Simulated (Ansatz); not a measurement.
This script for Ansatz 0.2.0 through its Python package starts 4 runs on C3H6N2, SMILES N=CC1CN1. What input does the engine get in each?

`c3h6n2.py`
```python
"""Dispersion corrections for C3H6N2."""

from dataclasses import dataclass

import ansatz as az


@dataclass
class Settings:
    basis: str = "def2-SVP"


cfg = Settings()

c3h6n2 = (
    az.Crystal.molecule()
    .atom("N", (1.932, -0.8658, -0.1858))
    .atom("C", (0.9649, -0.605, 0.6267))
    .atom("C", (0.0542, 0.5204, 0.3416))
    .atom("C", (-1.4019, 0.2806, 0.0525))
    .atom("N", (-0.4671, 0.549, -1.0345))
    .atom("H", (1.9287, -0.1812, -0.9546))
    .atom("H", (0.7951, -1.2082, 1.5328))
    .atom("H", (0.3361, 1.4817, 0.7556))
    .atom("H", (-1.7984, -0.7253, 0.1152))
    .atom("H", (-2.1043, 1.0735, 0.2787))
    .atom("H", (-0.2393, -0.3196, -1.5281))
)

setup = c3h6n2.calculation().basis(gaussian=cfg.basis)
for name in ["revpbe", "b3lyp"]:
    for correction in ("d3bj", "d4"):
        summary = setup.functional(name, dispersion=correction).run(threads=1, backend="cpu").report
        print(f"{name:8s} {correction:5s} total {summary['free_energy_ev']:.5f} eV, of which dispersion {1000 * summary['dispersion']['energy']['ev']:.2f} meV")
```

Run 1:
```yaml
crystal:
  periodic: [false, false, false]
  atoms:
    - { symbol: "N", position_ang: [1.932, -0.8658, -0.1858] }
    - { symbol: C, position_ang: [0.9649, -0.605, 0.6267] }
    - { symbol: C, position_ang: [0.0542, 0.5204, 0.3416] }
    - { symbol: C, position_ang: [-1.4019, 0.2806, 0.0525] }
    - { symbol: "N", position_ang: [-0.4671, 0.549, -1.0345] }
    - { symbol: H, position_ang: [1.9287, -0.1812, -0.9546] }
    - { symbol: H, position_ang: [0.7951, -1.2082, 1.5328] }
    - { symbol: H, position_ang: [0.3361, 1.4817, 0.7556] }
    - { symbol: H, position_ang: [-1.7984, -0.7253, 0.1152] }
    - { symbol: H, position_ang: [-2.1043, 1.0735, 0.2787] }
    - { symbol: H, position_ang: [-0.2393, -0.3196, -1.5281] }
basis:
  gaussian:
    orbitals: def2-SVP
hamiltonian:
  xc: revpbe
  dispersion: d3bj
```

Run 2, against run 1:
```diff
-  dispersion: d3bj
+  dispersion: d4
```

Run 3, against run 1:
```diff
-  xc: revpbe
+  xc: b3lyp
```

Run 4, against run 1:
```diff
-  xc: revpbe
-  dispersion: d3bj
+  xc: b3lyp
+  dispersion: d4
```

```console
$ python c3h6n2.py
revpbe   d3bj  total -6180.97100 eV, of which dispersion -572.86 meV
revpbe   d4    total -6181.11210 eV, of which dispersion -713.96 meV
b3lyp    d3bj  total -6182.35587 eV, of which dispersion -364.83 meV
b3lyp    d4    total -6182.30811 eV, of which dispersion -317.07 meV
```

Reading the output:
- Total energies depend on the basis set; only differences at equal settings carry meaning.
- The geometry is a force-field or estimated start, not a minimum of this method, and the basis set is short of its limit. D4 holds the three-body term, and d3bj doesn't.
- b3lyp holds the VWN-RPA fit, as in Gaussian; the form of ORCA and Turbomole is b3lyp5.
- The whole script took 8.6 s on 1 thread of Arm Neoverse V2, with other jobs on the host, peak memory 0.23 GiB.
